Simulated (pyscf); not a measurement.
Optimised with ωB97X-D3(BJ)/def2-SVP in PySCF. Correlated levels are frozen-core, on RHF or UHF. ΔMP2 is the change of the MP2 total energy from the triple- to the quadruple-zeta basis.

Task: `[SeH]` [doublet] + `[CH2]=[CH2]` → `[CH2][CH2][SeH]` [doublet]
Surface: doublet. Broken: none. Formed: C–Se. Give ΔE‡ and ΔE from CCSD(T)/def2-TZVPP + ΔMP2(QZVPP), relative to the separated reactants.

Result: ΔE‡ = 0.04 eV, ΔE = -0.17 eV. Zero-point energy shifts the barrier by +0.05 eV. It is an addition, with an imaginary mode of 336i cm⁻¹. •H₂C–CH₂–SeH lies 1.07 eV over its isomer H₃C–CH₂–Se• (electronic energy, ωB97M-D3(BJ)/def2-TZVP). One saddle was located; it need not be the lowest between these sides. The CCSD(T) − MP2 part came from Ansatz, without density fitting, on the same reference. A UHF reference is spin-contaminated (<S²> up to 0.96), which harms MP2 most. The frozen core leaves the outer d or s,p core shells of the metals and heavy elements correlated in the MP2 and CC values, and def2-TZVPP describes them poorly, which can shift differences by a few kcal/mol. Left out: the spin-orbit lowering of SeH, which is large for Br, Se, Te and I. Elements up to Kr have no core potential and no relativistic terms here.
